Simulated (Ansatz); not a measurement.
Two shapes of doublet HNO(+).

Shape 1:

```xyz
3

H     0.0008    0.1925   -0.9359
N    -0.0170   -0.3700    0.0247
O     0.0388    0.1912    1.0107
```

Shape 2:

```xyz
3

H     0.0000    0.1701   -1.0492
N     0.0000   -0.3649   -0.0104
O     0.0000    0.1949    1.0596
```

Basis set: def2-SVP (spherical functions). Frozen core: 2 orbitals. Correlation on ROHF uses semicanonical orbitals with singles. Charge 1, multiplicity 2.

Computed with Ansatz (development build ahead of 0.2.0); each method stands on the lowest determinant of its kind that the runs found.

Task: Which shape is lower in energy, and by how much in each method?

Result:

```
      method  E(2) − E(1) (eV)
        ROHF             0.788
         UHF             0.592
    ROHF-MP2             0.727
     UHF-MP2             1.353
ROHF-CCSD(T)             0.345
```

Shape 1 is lower. Caution for UHF, UHF-MP2: the unrestricted determinant is spin contaminated.
